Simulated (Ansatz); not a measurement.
**C2H5Si+: one structure at several levels**

The task here is to estimate one member of a computed series from the others.

Method: single points in def2-TZVPP; program: Ansatz 0.2.0, Gaussian basis.

Cores are frozen in the correlated methods.

## Where the work starts

SMILES `C=C[SiH2+]`, 8 atoms, charge 1, spin multiplicity 1.

Atoms are counted from 1 here; the program's logs count them from 0.

Bond lengths: C1–C2 1.330 Å, C1–H4 1.053 Å, C1–H5 1.063 Å, C2–Si3 1.833 Å, C2–H6 1.114 Å, Si3–H7 1.426 Å, Si3–H8 1.440 Å. Angles: C2–C1–H4 120.5°, C2–C1–H5 122.6°, H4–C1–H5 116.9°, C1–C2–Si3 125.5°, C1–C2–H6 116.7°, Si3–C2–H6 117.8°, C2–Si3–H7 121.8°, C2–Si3–H8 119.3°, H7–Si3–H8 118.9°.

Coordinates:

```xyz
8
C2H5Si
C    -0.3196    1.3196   -0.3410
C    -0.5497    0.0177   -0.1954
Si    0.6530   -1.2114    0.4380
H    -1.0798    1.9613   -0.6865
H     0.6063    1.7704   -0.0756
H    -1.5655   -0.3452   -0.4750
H     1.9721   -0.8384    0.8313
H     0.2682   -2.5962    0.5206
```

Set-up of the first run:

The input, run/in.yaml:

```yaml
crystal:
  periodic: [false, false, false]
  atoms:
    - {symbol: C, position_ang: [-0.319600, 1.319600, -0.341000]}
    - {symbol: C, position_ang: [-0.549700, 0.017700, -0.195400]}
    - {symbol: Si, position_ang: [0.653000, -1.211400, 0.438000]}
    - {symbol: H, position_ang: [-1.079800, 1.961300, -0.686500]}
    - {symbol: H, position_ang: [0.606300, 1.770400, -0.075600]}
    - {symbol: H, position_ang: [-1.565500, -0.345200, -0.475000]}
    - {symbol: H, position_ang: [1.972100, -0.838400, 0.831300]}
    - {symbol: H, position_ang: [0.268200, -2.596200, 0.520600]}
basis:
  gaussian: {orbitals: def2-TZVPP}
total_charge: 1
correlation: {method: ccsd_t}
output: {forces: true}
```

No record of the launch command was kept for these runs.

Steps of the session up to this table: CCSD(T)/def2-TZVPP; PBE0-D4/def2-TZVPP; wB97M-V/def2-TZVPP; r2SCAN-D4/def2-TZVPP; PBE-D4/def2-TZVPP; BHLYP-D4/def2-TZVPP; revPBE-D4/def2-TZVPP.

One of the session's tables, all rows but one given; the rest of the session is left out.

```
   method  RMS force component (eV/Å)  angle to CCSD(T) forces (°)
  CCSD(T)                       0.770                    reference
  PBE0-D4                           ?                            ?
  wB97M-V                       0.691                         14.4
r2SCAN-D4                       0.734                         10.1
   PBE-D4                       0.782                         12.3
 BHLYP-D4                       0.671                         19.7
revPBE-D4                       0.798                         10.5
```

Q: Estimate the row for PBE0-D4 from the others.

**Answer.** RMS force component (eV/Å): 0.734; angle to CCSD(T) forces (°): 14.7.
